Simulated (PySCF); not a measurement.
**Question.** What does the GFN2-xTB structure of InChI=1S/C3H7N/c4-3-1-2-3/h3H,1-2,4H2 look like in three dimensions?

**Answer.** 
Z-matrix in Å and degrees, rows numbered from 1:
```
N 
C   1  1.4324
C   2  1.4939  1  119.92
C   3  1.5044  2   60.39  1  -112.96
H   1  1.0144  2  110.54  3    34.74
H   1  1.0151  2  110.75  3   154.65
H   2  1.0842  1  111.00  3   142.36
H   3  1.0788  2  118.67  4  -108.47
H   3  1.0798  2  117.91  4   107.85
H   4  1.0791  2  119.01  3   107.98
H   4  1.0806  2  118.12  3  -107.11
```

The 3-membered ring C2–C3–C4 has internal angles of 59.5° to 60.4°. N1 (primary amine nitrogen) is pyramidal (angles 110.7°, 110.5° and 108.2°, sum 329.5°, 0.37 Å off the plane of its three neighbours). Of the pairs four or more bonds apart, H5···H9 is among the closest relative to their van der Waals radii: 2.47 Å, 103 % of the sum of Bondi's values.

The geometry is computed with GFN2-xTB (gas phase).

Whether it is a minimum is left open (no frequencies). The numbers are those of one conformer (H–N1–C2–C3 35° and 155°).
